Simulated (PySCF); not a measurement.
An unknown gives this computed stick spectrum. The calculation used TDDFT PBE0/def2-SVPD, vertical, gas phase, core orbitals frozen in the response (PySCF 2.14.0, density-fitted response routines). Geometries: GFN2-xTB, one conformer each.

| state | ν̃ (cm⁻¹) | f | main configurations (H = HOMO, L = LUMO) |
| --- | --- | --- | --- |
| S1 | 50570 | 0.0006 | H→L (65%), H→L+2 (11%) |
| S2 | 53860 | 0.016 | H→L+1 (34%), H-1→L (33%), H→L+2 (13%) |
| S3 | 55200 | 0.0031 | H-1→L+1 (59%), H-1→L+2 (23%) |
| S4 | 57300 | 0.025 | H→L+2 (52%), H→L (22%), H→L+1 (17%) |
| S5 | 59940 | 0.053 | H-1→L (46%), H-1→L+2 (28%), H-1→L+1 (9%) |
| S6 | 61370 | 0.016 | H→L+4 (41%), H→L+5 (28%), H→L+3 (10%) |
| S7 | 62400 | 0.058 | H→L+3 (39%), H-1→L+2 (14%), H→L+1 (12%) |
| S8 | 62980 | 0.036 | H→L+3 (33%), H-1→L+2 (13%), H-1→L+4 (10%) |

Triplets computed (Tamm–Dancoff): 5.27, 5.72, 5.79 eV.

Orbital energies (eV): HOMO-3 -9.61, HOMO-2 -8.86, HOMO-1 -7.58, HOMO -7.20, LUMO 0.71, LUMO+1 1.08, LUMO+2 1.19.

Question: Which candidate is it? All have the formula C6H8.
A. `C=C/C=C/C=C`
B. `C#C[C@@H]1C[C@@H]1C`
C. `C=C(C)C1=CC1`

Answer: B. Its S1, at 6.27 eV, is the highest among the candidates; the nearest of the others has S1 at 5.16 eV. S1 is HOMO→LUMO (65%), HOMO→LUMO+2 (11%). Löwdin shares by element: HOMO carbon 82% or more (atoms not listed hold the other 17%); LUMO hydrogen 24% or more, carbon 23% or more (atoms not listed hold the other 53%). At the same level the other candidates give, for their lowest levels:
- `C=C/C=C/C=C`: 4.85 eV (f 1.092); 6.03 eV (f 0.000); 6.27 eV (f 0.000); 6.38 eV (f 0.011); 6.62 eV (f 0.000); T1 2.49 eV; HOMO -6.27, LUMO -1.42 eV
- `C=C(C)C1=CC1`: 5.16 eV (f 0.341); 5.67 eV (f 0.001); 6.31 eV (f 0.001); 6.60 eV (f 0.102); 6.75 eV (f 0.003); T1 2.92 eV; HOMO -6.53, LUMO -0.99 eV
